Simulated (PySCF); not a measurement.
**2-hexyne (SMILES CC#CCCC)**

Geometry (Å), atoms numbered from 1 in this order:
```xyz
16

C     3.162    0.644    0.604
C     1.891    0.053    0.213
C     0.838   -0.447   -0.123
C    -0.447   -1.028   -0.496
C    -1.609   -0.585    0.402
C    -1.877    0.909    0.353
H     3.344    1.591    0.071
H     3.187    0.859    1.683
H     4.002   -0.031    0.379
H    -0.673   -0.762   -1.545
H    -0.365   -2.128   -0.476
H    -2.510   -1.141    0.095
H    -1.393   -0.893    1.438
H    -2.151    1.233   -0.665
H    -0.985    1.480    0.653
H    -2.702    1.191    1.025
```

The calculation used quadratic response CAM-B3LYP/def2-TZVPD first hyperpolarisability, Taylor convention, gas phase (PySCF). Geometry: PBE0-D3(BJ)/def2-SVP.

**Question.** Give the tensor of the static β(0;0,0) in the axes of these coordinates.

**Answer.** In au, Taylor convention; rows are the first index (the induced dipole):
```csv
,xx,yy,zz,xy,xz,yz
x,+24.6,+13.2,+16.5,+0.8,+0.4,+2.0
y,+0.8,+7.8,-2.7,+13.2,+2.0,+7.5
z,+0.4,+7.5,+0.3,+2.0,+16.5,-2.7
```
Norm of βᵢ = ⅓ Σⱼ (βᵢⱼⱼ + βⱼᵢⱼ + βⱼⱼᵢ): 55.2 au, hyper-Rayleigh value 21.1 au.
